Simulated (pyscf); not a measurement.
Thermochemistry of product channels of H₂N–InH₂ (SMILES [NH2][InH2]) + HCl (SMILES Cl) on the singlet surface, in kJ/mol, from ωB97M-D3(BJ)/def2-TZVP energies (ideal gas, 1 atm, RRHO with modes under 100 cm⁻¹ raised to 100, one conformer, R ln 2 for chiral ones without a mode under 150 cm⁻¹). Single points on ωB97X-D3(BJ)/def2-SVP structures (PySCF, gas phase).

```tsv
products	ΔE	ΔH(298 K)	ΔG(600 K)	ΔG(1200 K)
H₂N–InH–Cl (SMILES [NH2][InH][Cl]) + H₂ (SMILES [H][H])	-101.8	-103.2	-100.6	-102.0
NH₃ (SMILES N) + Cl–InH₂ (SMILES [Cl][InH2])	-113.4	-103.8	-104.3	-99.2
```

These are energies of the channels, which say nothing of barriers. Elements past Kr carry the def2 core potentials, without spin-orbit coupling.
